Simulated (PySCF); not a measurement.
Gas-phase XPS of SiH3PH2, computed

Species: SiH3PH2, H5PSi.
Atom-mapped SMILES: `[SiH3:1][PH2:2]`

Computed with delta-SCF UKS SCAN, pcX-2 on the ionised atom, pcseg-1 elsewhere, spin-free X2C (PySCF). Binding energies are ΔSCF values: E(core-ionised, relaxed orbitals) − E(ground state) at a fixed geometry, referred to the vacuum level.

List the computed XPS lines with their assignment.

```csv
atom(s),bonded to,level,binding energy (eV),2p1/2 (eV),count
Si1,3 H and P,Si 2p3/2,106.91,107.54,1
Si1,3 H and P,Si 1s,1846.66,–,1
P2,2 H and Si,P 2p3/2,136.49,137.38,1
P2,2 H and Si,P 1s,2150.03,–,1
```

Which photon wavelength matches the Si 2p3/2 of Si1 threshold?

λ = hc/E = 12398.42 eV Å / 106.91 eV = 115.971 Å.

Spin–orbit coupling isn't in the SCF: each 2p doublet comes from a relaxed spin-free hole plus a matrix of the shell (mean-field spin–orbit coupling and the ground-state 2p splitting), with 2p3/2 averaged over its two sublevels. 2p1/2 minus 2p3/2 (ligand field included): Si 0.62 eV, P 0.89 eV. Isolated species at its PBE0-D3(BJ)/def2-SVP geometry, gas phase.
